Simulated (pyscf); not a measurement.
Single points on ωB97X-D3(BJ)/def2-SVP structures (PySCF, gas phase).

Question: For the elementary gas-phase step H₃C–Zn–CH₃ + NH₃ -> CH₄ + H₃C–Zn–NH₂ (singlet surface; C–Zn, H–N broken, C–H, N–Zn formed), what barrier and reaction energy does ωB97M-D3(BJ)/def2-TZVP give, measured from the separated reactants?

Answer: ΔE‡ = 1.20 eV, ΔE = -0.39 eV. Zero-point energy shifts the barrier by -0.07 eV. It is a four-centre exchange, with an imaginary mode of 1560i cm⁻¹. On the reactant side the descent ends in an adduct with a N–Zn contact, 0.42 eV under the separated species and 1.58 eV under the saddle at ωB97X-D3(BJ)/def2-TZVP. What is counted as formed (N–Zn) is already present as a longer contact in the reactant adduct; forming that adduct is a step of its own. This is the saddle that the search found; another between the same sides may lie lower. Elements up to Kr have no core potential and no relativistic terms here.
